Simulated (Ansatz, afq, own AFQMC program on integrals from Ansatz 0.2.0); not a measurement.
**AlH₃⁺, doublet: AFQMC among the cluster methods**

```xyz
4

Al    0.0000    0.0571    0.0000
H     0.0000    0.2262   -1.5512
H     0.0000    0.2262    1.5512
H     0.0000   -1.9820    0.0000
```

Basis cc-pVDZ. Only valence electrons are correlated. Ansatz 0.2.0 and our own AFQMC program on the same integrals; the CISD trial comes from CCSD amplitudes, and released means the phaseless constraint is let go. Free projection: walkers drawn from exp(T), propagated without any constraint. Its projection time is finite, and what remains of the start isn't in its error. ± is one standard error of the sampling.

Determinant: UHF, the one that the program's search chose, which needn't be the lowest solution. The geometry is a point of a scan.

Full CI on the same integrals is exact in this basis and with this determinant's frozen core.

The T1 diagnostic is 0.0152, the weight of the determinant in the CISD state is 0.948 and the ⟨S²⟩ of the determinant is 0.753. The size of the correlated space is 5 electrons in 28 orbitals.

Reference: full CI, correlation energy -1.972 eV. The released energy is read at 2.40 1/Eh (meV from the phaseless value at times in 1/Eh: -0.5 ± 0.7 at 0.24, -1.5 ± 0.6 at 0.51, -1.6 ± 0.5 at 0.99, -3.1 ± 0.8 at 1.62, -3.0 ± 0.5 at 2.40).

```json
{"level": "HF", "E − E(reference) (mEh)": "72.47", "share of correlation (%)": "0.00"}
{"level": "MP2", "E − E(reference) (mEh)": "19.77", "share of correlation (%)": "72.72"}
{"level": "CCSD", "E − E(reference) (mEh)": "1.21", "share of correlation (%)": "98.34"}
{"level": "CCSD(T)", "E − E(reference) (mEh)": "0.40", "share of correlation (%)": "99.45"}
{"level": "CCSDT", "E − E(reference) (mEh)": "0.03", "share of correlation (%)": "99.95"}
{"level": "CCSDT(Q)", "E − E(reference) (mEh)": "0.01", "share of correlation (%)": "99.99"}
{"level": "CCSDTQ", "E − E(reference) (mEh)": "0.00", "share of correlation (%)": "100.00"}
{"level": "ph-AFQMC/HF", "E − E(reference) (mEh)": "-0.89 ± 0.45", "share of correlation (%)": "101.22"}
{"level": "ph-AFQMC/CISD", "E − E(reference) (mEh)": "0.11 ± 0.03", "share of correlation (%)": "99.85"}
{"level": "released AFQMC", "E − E(reference) (mEh)": "0.00 ± 0.02", "share of correlation (%)": "100.00"}
{"level": "free AFQMC", "E − E(reference) (mEh)": "0.02 ± 0.02", "share of correlation (%)": "99.97"}
```

CCSDT and higher add their correlation energy to the determinant of the CCSD(T) run, since their own runs factorise the integrals more tightly (a shift of under 2 meV). Free projections are given only where their last times agree within the noise and don't stop above the reference; a slow remainder of the start can still hide under it. A walk keeps the symmetry of its determinant, which the program's search chose and which needn't be the lowest solution, so a lower state of the same spin and another symmetry isn't excluded. Released energies are given only where the last usable release times agree within the noise; a slower fall can still hide under it.
